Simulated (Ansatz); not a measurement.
# H2O ··· SiH4O

The pair of H2O (SMILES O, atoms 1–3) and SiH4O (SMILES [SiH3]O, atoms 4–9), both closed shells, in one local arrangement (a lower one may exist), relaxed at PBE0-D4/def2-TZVP:

```xyz
9
angstrom
O 0.1466 -0.0488 -2.2092
H -0.7520 0.0339 -2.5372
H 0.4295 -0.9400 -2.4275
Si -0.0839 0.0558 1.5455
O 0.6957 0.8926 0.3769
H 0.2785 -1.3923 1.5417
H 0.3096 0.6493 2.8460
H -1.5678 0.1345 1.4044
H 0.5439 0.6148 -0.5406
```

Program: Ansatz 0.2.0. Basis: def2-TZVPPD, with def2-QZVPPD for the basis limit. Cores are frozen in the correlated methods. B3LYP uses VWN-RPA correlation. Extrapolation: Hartree–Fock as exp(−7.88 √X), correlation as X^−2.97. Interaction energies count from these two fragments, frozen as in the pair, with the counterpoise correction; negative means bound.

(1) What is the interaction energy by CCSD(T) at an estimated basis limit (MP2 extrapolated from triple and quadruple zeta, plus CCSD(T) − MP2 in triple zeta)? (Judge from chemistry; the value comes from the calculation.)

(2) Which atoms make the shortest contact between the fragments?

T1 diagnostic: at most 0.012.

Answers

(1) The calculation gives: -26.2 kJ/mol. Hartree–Fock alone gives -17.8 kJ/mol at the basis limit. It counts from the two fragments frozen as in the pair.

The same quantity by other methods in triple zeta, and each one's difference from that estimate:
| method | E_int (kJ/mol) | difference |
| --- | --- | --- |
| PBE-D4 | -28.2 | -2.0 |
| revPBE-D4 | -24.3 | 1.9 |
| BLYP-D4 | -25.7 | 0.4 |
| r2SCAN-D4 | -28.1 | -1.9 |
| B97M-V | -27.2 | -1.1 |
| PBE0-D4 | -28.0 | -1.8 |
| B3LYP-D4 | -27.0 | -0.8 |
| HSE06-D4 | -27.9 | -1.7 |
| wB97X-V | -26.1 | 0.1 |
| wB97M-V | -26.4 | -0.2 |
| B2PLYP | -23.9 | 2.3 |
| HF | -17.7 | 8.5 |
| MP2 | -24.4 | 1.8 |
| CCSD | -22.9 | 3.3 |
| CCSD(T) | -24.3 | 1.9 |
Differences are method less estimate.

(2) O1 and H9, 1.84 Å apart.

Energy to bend the free fragments (PBE0-D4 minima) into their shapes in the pair, CCSD(T)/def2-TZVPPD: H2O 0.2 kJ/mol; SiH4O 1.3 kJ/mol. This must be added to the interaction energy to get the binding energy from relaxed fragments.

Basis-set superposition shift (counterpoise-corrected less uncorrected): CCSD(T) 2.4; MP2 2.4; HF 0.2; PBE0-D4 0.2; wB97M-V 0.2 kJ/mol.

For scale, one of the runs: CCSD(T)/def2-TZVPPD, 230 basis functions, launched by `ansatz run in.yaml --threads 4 --pin off --events-out ev --progress --plain --max-ram 9574MiB`. Hardware: 4 CPU threads of an Arm Neoverse V1, shared host. Wall time 49 s; peak host memory 3.9 GiB.
